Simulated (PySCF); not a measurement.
Published values to compare with (the computed states carry no symmetry labels, so the two lists aren't matched line by line):

```csv
state,E (eV),f,kind of transition,source
3B2(π→π*),4.00,,band maximum or as reported,[1]
3B2(π→π*),4.17,,vertical absorption,[2]
3B2(π→π*),4.20,,vertical absorption,[3]
3A1(π→π*),5.20,,band maximum or as reported,[1]
3A1(π→π*),5.46,,vertical absorption,[3]
3A1(π→π*),5.48,,vertical absorption,[2]
1A2(π→3s),5.91,,band maximum or as reported,[1]
3A2(π→3s),6.02,,vertical absorption,[3]
1B2(π→π*),6.04,,band maximum or as reported,[1]
1A2(π→3s),6.09,,vertical absorption,[3]
1A2(π→3s),6.10,,vertical absorption,[4]
1B2(π→π*),6.35,,vertical absorption,[4]
1B2(π→π*),6.37,0.163,vertical absorption,[3]
1B1(π→3p),6.47,,band maximum or as reported,[1]
1A1(π→π*),6.53,,vertical absorption,[4]
1A1(π→π*),6.56,0.000,vertical absorption,[3]
3B1(π→3p),6.59,,vertical absorption,[3]
1A2(π→3p),6.61,,band maximum or as reported,[1]
1A1(π→π*),6.62,,vertical absorption,[2]
1B1(π→3p),6.64,0.038,vertical absorption,[3]
1B1(π→3p),6.65,,vertical absorption,[4]
1B2(π→3p),6.75,,band maximum or as reported,[1]
1A2(π→3p),6.81,,vertical absorption,[3]
1A2(π→3p),6.82,,vertical absorption,[4]
1B2(π→3p),7.24,0.007,vertical absorption,[3]
1B2(π→3p),7.25,,vertical absorption,[4]
1A1(π→π*),8.53,,vertical absorption,[2]
```

[1] measured, gas; Loos, Lipparini, Boggio-Pasqua, Scemama, Jacquemin (2019), arXiv:1912.04173, literature columns
[2] computed, CC3/TZVP, gas; arXiv:2401.06101 (2024), CC3 reference column of Thiel's set
[3] computed, theoretical best estimate (aug-cc-pVTZ, frozen core, CC3 geometry), gas; Veril, Scemama, Caffarel, Lipparini, Boggio-Pasqua, Jacquemin, Loos, WIREs Comput. Mol. Sci. 2021, 11, e1517 (QUESTDB)
[4] computed, theoretical best estimate (aug-cc-pVTZ), revised with CC4, gas; Loos, Lipparini, Matthews, Blondel, Jacquemin, revising reference values with EOM-CC4 (2022), arXiv:2204.11658

Furan, C4H4O.
Atom-mapped SMILES: `[cH:1]1[cH:2][cH:3][o:4][cH:5]1` (hydrogens: H6 on C1; H7 on C2; H8 on C3; H9 on C5)

Computed, not measured: TDDFT PBE0/def2-SVPD, vertical, gas phase, core orbitals frozen in the response (PySCF 2.14.0, density-fitted response routines). Isolated species at its PBE0-D3(BJ)/def2-SVP geometry, gas phase.

Computed singlets: 6.34 eV (f 0.174); 6.51 eV (f 0.000); 6.89 eV (f 0.000); 7.25 eV (f 0.044); 7.43 eV (f 0.000); 7.92 eV (f 0.003); 7.92 eV (f 0.000); 7.98 eV (f 0.011); 8.24 eV (f 0.000); 8.38 eV (f 0.443). Computed triplets (Tamm–Dancoff): 4.05, 5.39, 6.27, 6.42 eV.

Task: How does the lowest computed singlet compare with the best estimate listed for the lowest singlet (vertical absorption)?

Result: 6.34 eV against 6.09 eV for 1A2(π→3s) [3]: a difference of +0.25 eV. Geometry and basis of the two calculations needn't be the same.

Task: How does the lowest computed triplet compare with the best estimate listed for the lowest triplet (vertical absorption)?

Result: 4.05 eV against 4.20 eV for 3B2(π→π*) [3]: a difference of -0.15 eV. Geometry and basis of the two calculations needn't be the same.

Note on [4]: revises the 2021 QUESTDB value.

A measured band maximum holds vibronic effects and, in solution, solvent shifts, so it needn't equal the vertical energy.

The vertical ionisation energy (ΔSCF) is 8.91 eV, 0.53 eV above S10.

Hardware: one thread of an x86-64 server, on a shared host. Cost: 12 s.
